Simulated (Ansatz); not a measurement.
Basis-set extrapolation for `C#CC(C)C` (PBE0-D4/def2-TZVP geometry, frozen core, Ansatz). Multiplicity 1, RHF reference.

```csv
,def2-TZVPP,def2-QZVPP
HF,-194.009586,-194.018318
MP2 correlation,-0.829529,-0.881456
CCSD(T) correlation,-0.909481,not run
```

Energies in hartree. Use E(X) = E(∞) + A·exp(−7.88·√X) for Hartree–Fock and E(X) = E(∞) + B·X^(−2.97) for correlation, with X = 3 and 4, and add CCSD(T) minus MP2 of the smaller set to the MP2 limit.

Question: What is the CCSD(T) energy at the basis-set limit?

Answer: HF limit: -194.018318 + (-0.008732) × 0.13774 = -194.01952. MP2 limit: -0.881456 + (-0.051927) × 0.74074 = -0.91992. Higher-order term: -0.909481 − (-0.829529) = -0.07995. Total: -195.01939 hartree, 63.0 kcal/mol below CCSD(T)/def2-TZVPP.
